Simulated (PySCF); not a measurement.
# C3H6F2 (SMILES FCCCF) at 3 levels

Wanted: a comparison of 3 runs (HF/STO-3G, HF/3-21G, SCS-MP2/cc-pVDZ) of C3H6F2. 

The results are computed with PySCF 2.14.0.

1 further run of the same task is left out (set aside as unsound or not needed).

### Step 1. The molecule

The species is C3H6F2 (11 atoms), meant as a singlet with charge 0. As SMILES, `FCCCF`. One bond was lengthened or shortened from a relaxed shape.

Bond lengths: F1–C2 1.383 Å, C2–C3 1.736 Å, C3–C4 1.507 Å, C4–F5 1.386 Å, C2–H6 1.096 Å, C2–H7 1.093 Å, C3–H8 1.093 Å, C3–H9 1.095 Å, C4–H10 1.095 Å, C4–H11 1.093 Å. Some angles: F1–C2–C3 109.8°, C2–C3–C4 112.4°, C3–C4–F5 110.3°, F1–C2–H6 107.7°, F1–C2–H7 107.9°, C3–C2–H6 111.1°, C3–C2–H7 111.3°, C2–C3–H8 109.6°, C2–C3–H9 109.3°, C4–C3–H8 109.6°.

### Step 2. The energy at HF/STO-3G (run 1)

input.xyz

```xyz
11

F     -2.015456     1.627666    -0.003818
C     -0.766356     1.195666     0.403882
C     -0.375000    -0.298800    -0.387800
C      0.967500    -0.838200     0.034700
F      1.975600     0.040200    -0.331200
H     -0.795556     1.070266     1.491882
H     -0.043056     1.976766     0.157382
H     -0.388200    -0.154300    -1.471600
H     -1.138100    -1.046200    -0.147100
H      1.026200    -0.968100     1.120800
H      1.173400    -1.798000    -0.445900
```

calc.py

```python
from pyscf import gto, scf

mol = gto.M(
    atom='input.xyz',
    verbose=4,
    basis='sto-3g',
    max_memory=1860,
)

calc0 = scf.RHF(mol)
calc0.conv_tol = 1e-10
calc0.kernel()
if not calc0.converged:
    calc0 = calc0.newton().run(calc0.mo_coeff, calc0.mo_occ)

e_final = calc0.e_tot
print('Final energy', e_final)
```

On the command line:

```
$ OMP_NUM_THREADS=1 python calc.py
```

Log:

```text
PySCF version 2.14.0

[... 63 lines left out ...]
converged SCF energy = -311.759125238114
Final energy -311.75912523811354
```

Wall time 1 s (1 thread of Intel Xeon at 2.70GHz, shared host); peak memory 0.1 GiB.

### Step 3. A single-point energy at HF/3-21G (run 2)

run.py

```python
from pyscf import gto, scf

molecule = gto.Mole()
molecule.atom = '''
F     -3.808660     3.075843    -0.007215
C     -1.448203     2.259481     0.763226
C     -0.708647    -0.564650    -0.732836
C      1.828310    -1.583968     0.065573
F      3.733343     0.075967    -0.625877
H     -1.503383     2.022510     2.819248
H     -0.081364     3.735546     0.297409
H     -0.733592    -0.291585    -2.780921
H     -2.150697    -1.977031    -0.277979
H      1.939237    -1.829444     2.118005
H      2.217405    -3.397728    -0.842629
'''
molecule.max_memory = 1860
molecule.unit = 'bohr'
molecule.charge = 0
molecule.basis = '3-21g'
molecule.verbose = 4
molecule.build()

hf = scf.RHF(molecule)
hf.conv_tol = 1e-10
hf.kernel()
if not hf.converged:
    hf = hf.newton().run(hf.mo_coeff, hf.mo_occ)

etot = hf.e_tot
print('E(%s) = %.9f' % ('HF', etot))
```

On the command line:

```
$ OMP_NUM_THREADS=1 python run.py
```

Log:

```text
PySCF version 2.14.0

[... 65 lines left out ...]
converged SCF energy = -314.224191333285
E(HF) = -314.224191333
```

Run time: 1.4 s. Hardware: 1 thread of Intel Xeon at 2.70GHz, shared host; peak memory 0.11 GiB.

### Step 4. A single-point energy at SCS-MP2/cc-pVDZ (run 3)

run.py

```python
from pyscf import gto, scf, mp

mol = gto.M(
    atom='''
F       -2.015456       1.627666      -0.003818
C       -0.766356       1.195666       0.403882
C       -0.375000      -0.298800      -0.387800
C        0.967500      -0.838200       0.034700
F        1.975600       0.040200      -0.331200
H       -0.795556       1.070266       1.491882
H       -0.043056       1.976766       0.157382
H       -0.388200      -0.154300      -1.471600
H       -1.138100      -1.046200      -0.147100
H        1.026200      -0.968100       1.120800
H        1.173400      -1.798000      -0.445900
''',
    charge=0,
    basis='cc-pvdz',
    verbose=4,
    max_memory=1860,
)

myscf = scf.RHF(mol)
myscf.conv_tol = 1e-10
myscf.kernel()
if not myscf.converged:
    myscf = myscf.newton().run(myscf.mo_coeff, myscf.mo_occ)

pt = mp.MP2(myscf, frozen=5).run()
etot = myscf.e_tot + 1.2 * pt.e_corr_os + pt.e_corr_ss / 3
print('E(%s) = %.9f' % ('SCS-MP2', etot))
```

On the command line:

```
$ OMP_NUM_THREADS=1 python run.py
```

Log:

```text
PySCF version 2.14.0

[... 65 lines left out ...]
converged SCF energy = -315.96072699883
[... 1 line left out ...]
******** <class 'pyscf.mp.mp2.RMP2'> ********
nocc = 16, nmo = 95
frozen orbitals 5
E(RMP2) = -316.754612839746  E_corr = -0.793885840915352
E(SCS-RMP2) = -316.742989197387  E_corr = -0.782262198556646
E_corr(same-spin) = -0.196616319855896
E_corr(oppo-spin) = -0.597269521059456
E(SCS-MP2) = -316.742989197
```

Wall time 3.6 s (1 thread of Intel Xeon at 2.70GHz, shared host); peak memory 0.27 GiB.

### Step 5. The series

```csv
run,level,frozen core orbitals,energy (Eh),dipole moment (D) of the reference,HOMO energy (eV),LUMO energy (eV),wall time
1,HF/STO-3G,–,-311.759125,1.24,-10.09,12.89,1 s
2,HF/3-21G,–,-314.224191,2.27,-12.26,6.93,1.4 s
3,SCS-MP2/cc-pVDZ,5,-316.742989,2.16,-12.40,4.77,3.6 s
```

### Step 6. What came out

| quantity | value |
| --- | --- |
| run 3: total energy | -316.74299 Eh |
| run 3: dipole moment (Hartree–Fock density) | 2.16 D |
| run 3: HOMO energy (Hartree–Fock orbitals) | -12.40 eV |
| run 3: LUMO energy (Hartree–Fock orbitals) | 4.77 eV |
| run 3: HOMO–LUMO gap (Hartree–Fock orbitals) | 17.17 eV |
| run 3: correlation energy (5 core orbitals frozen) | -782.3 mEh |

In words: In run 1 the basis is minimal, so the values are rough. All runs together took 6 s, the longest 3.6 s.
